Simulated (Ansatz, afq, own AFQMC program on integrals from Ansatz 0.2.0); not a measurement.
**BNH4, singlet in 6-31G, levels against CCSDT(Q)**

```
atom   x (Å)    y (Å)    z (Å)
   B  0.0000   0.0000   0.7672
   N  0.0000   0.0000  -0.6178
   H  0.0000   1.0469   1.3476
   H  0.0000  -1.0469   1.3476
   H  0.0000   0.8414  -1.1691
   H  0.0000  -0.8414  -1.1691
```

Connectivity, by distances: BH2–NH2.

Basis 6-31G. Noble-gas cores (and the filled d shells of Ga–Kr and In–Xe) are frozen. AFQMC by an in-house program on the Cholesky factors that Ansatz 0.2.0 writes for its CCSD(T) run. ph-AFQMC/CISD is guided by a CISD state made of CCSD amplitudes; releasing the constraint for a short imaginary time cuts its bias at the price of noise, slowly where states lie close. Error bars are statistical, one sigma.

Determinant: RHF, the one that the program's search chose, which needn't be the lowest solution. The geometry is a point of a scan.

No full CI on the walks' own integrals is used here; CCSDT(Q) serves as the reference and is uncertain by about the last step of the cluster series.

* T1 diagnostic: 0.0169
* weight of the determinant in the CISD state: 0.916
* size of the correlated space: 12 electrons in 24 orbitals

| level | correlation energy (eV) |
| --- | --- |
| MP2 | -4.5103 |
| CCSD | -5.1130 |
| CCSD(T) | -5.2157 |

Q: Estimate where AFQMC with the constraint released lies against CCSD(T) on the same integrals.

A: 0.37 ± 0.19 kcal/mol below CCSD(T). The gap is under twice the noise, so this walk alone can't tell the two apart.

Reference: CCSDT(Q), correlation energy -5.237 eV. The released energy is read at 2.40 1/Eh (meV from the phaseless value at times in 1/Eh: 3 ± 7 at 0.24, -9 ± 8 at 0.51, -12 ± 8 at 0.99, 0 ± 5 at 1.62, 7 ± 8 at 2.40).

| level | E − E(reference) (kcal/mol) | share of correlation (%) |
| --- | --- | --- |
| CCSD(T) | 0.49 | 99.59 |
| CCSDT | 0.22 | 99.82 |
| ph-AFQMC/HF | -1.91 ± 0.77 | 101.58 |
| ph-AFQMC/CISD | -0.04 ± 0.20 | 100.03 |
| released AFQMC | 0.13 ± 0.19 | 99.90 |

A walk keeps the symmetry of its determinant, which the program's search chose and which needn't be the lowest solution, so a lower state of the same spin and another symmetry isn't excluded. Released energies are given only where the last usable release times agree within the noise; a slower fall can still hide under it.
